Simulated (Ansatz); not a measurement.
**HCl⁺, doublet: the ladder up to full CI**

Geometry: a PBE0/def2-TZVP stationary point for this spin.

```xyz
2

Cl    0.0000    0.0000    0.0000
H     0.0000    0.0000    1.3212
```

Basis cc-pVDZ; Ansatz 0.2.0. Correlated methods freeze the noble-gas cores, which leaves 7 electrons in 18 orbitals. R marks a restricted (for open shells ROHF) determinant, U an unrestricted one. Active spaces: valence = (7e, 5o) chosen from the atoms' valence shells.

Full CI is exact within this basis and frozen core; it isn't the basis-set limit. The frozen core follows each run's orbitals, which can shift R against U totals by a few meV.

For open shells CISD and CISDTQ are restricted-active-space CI with the open shells as a complete middle space.

* UHF ⟨S²⟩: 0.758
* T1 diagnostic (RCCSD): 0.0133
* largest doubles amplitude (RCCSD): 0.059
* T1 diagnostic (UCCSD): 0.0070

| level | E − E(RHF) (eV) |
| --- | --- |
| UHF | -0.1273 |
| RMP2 | -3.3299 |
| UMP2 | -3.3157 |
| RCCSD | -3.8756 |
| UCCSD | -3.8785 |
| RCCSD(T) | -3.9340 |
| UCCSD(T) | -3.9346 |

**Question.** Estimate how far full CI in cc-pVDZ lies from RCCSD(T). The table doesn't fix it; the size of (T) and the diagnostics are the guide.

**Answer.** Full CI in cc-pVDZ lies 14 meV below RCCSD(T), which is 24 % of the (T) step (-58 meV). The diagnostics are small and one determinant leads, so the series closes fast and only a small part of (T) is left.

The other levels:

```json
{"level": "CISD", "E − E(full CI) (meV)": "194", "share of correlation (%)": "95.09", "wall time": "0.45 s"}
{"level": "BCCD(T)", "E − E(full CI) (meV)": "14", "share of correlation (%)": "99.64", "wall time": "0.45 s"}
{"level": "RCCSDT", "E − E(full CI) (meV)": "5", "share of correlation (%)": "99.89", "wall time": "–"}
{"level": "UCCSDT", "E − E(full CI) (meV)": "4", "share of correlation (%)": "99.90", "wall time": "–"}
{"level": "CISDTQ", "E − E(full CI) (meV)": "3", "share of correlation (%)": "99.93", "wall time": "1.9 s"}
{"level": "RCCSDT(Q)", "E − E(full CI) (meV)": "0", "share of correlation (%)": "99.99", "wall time": "2.1 s"}
{"level": "UCCSDT(Q)", "E − E(full CI) (meV)": "0", "share of correlation (%)": "100.00", "wall time": "1.9 s"}
{"level": "RCCSDTQ", "E − E(full CI) (meV)": "0", "share of correlation (%)": "100.00", "wall time": "13 s"}
{"level": "UCCSDTQ", "E − E(full CI) (meV)": "0", "share of correlation (%)": "100.01", "wall time": "13 s"}
{"level": "CASSCF (valence space)", "E − E(full CI) (meV)": "3404", "share of correlation (%)": "13.77", "wall time": "–"}
{"level": "NEVPT2 (valence space)", "E − E(full CI) (meV)": "736", "share of correlation (%)": "81.35", "wall time": "0.27 s"}
{"level": "MRCISD (valence space)", "E − E(full CI) (meV)": "138", "share of correlation (%)": "96.50", "wall time": "–"}
{"level": "MRCISD+Q (valence space)", "E − E(full CI) (meV)": "-19", "share of correlation (%)": "100.49", "wall time": "0.48 s"}
```

The correlation energy at full CI, counted from RHF, is -3.948 eV. That run took 3.8 s on 1 thread of Intel Xeon, shared host over 624,320 determinants.

Times hold each run's SCF and search for its determinant on a shared host, so for small cases they say little of a method's own cost; they ran on 1 thread of Intel Xeon. Some runs computed forces too.

More than 5 meV below full CI, which no variational method can be: MRCISD+Q (valence space).

The full-CI state has the irrep B2 of C2v, in the program's axes (one component, if the state is degenerate).

Natural occupations of full CI about the gap: 1.974 1.963 1.952 0.995 0.034 0.014 0.013 0.013 0.012 0.009; effectively unpaired electrons, Σ n²(2−n)², 1.02.
